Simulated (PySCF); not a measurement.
Isomers of CH3NO, mass 45.021 u with the commonest isotopes. Method used: PySCF 2.14.0, PBE0-D3(BJ)/def2-SVP geometry optimisation, gas phase. One conformer each, none proved a minimum here; rigid rotors.

**Question.** Order these by rotational constant A, smallest first.
A. `NC=O`
B. `[CH2:1]=[N:2][OH:3]` with C1–N2–O3–H 180° (formaldoxime)
C. `CN=O`

**Answer.** C (62526 MHz), B (72098 MHz), A (73913 MHz).

**Question.** Order these by dipole moment, largest first.
A. `[CH2:1]=[N:2][OH:3]` with C1–N2–O3–H 180°
B. `NC=O`
C. `CN=O`

**Answer.** B (3.88 D), C (2.42 D), A (0.10 D).

```csv
SMILES,point group,Ia (u·Å²),Ib (u·Å²),Ic (u·Å²),κ,μa (D),μb (D),μc (D)
NC=O,Cs,6.84,44.36,51.19,-0.95,3.83,0.65,0.04
C=NO,Cs,7.01,42.16,49.17,-0.94,0.08,0.05,0.00
CN=O,Cs,8.08,43.50,48.43,-0.95,2.37,0.47,0.01
```
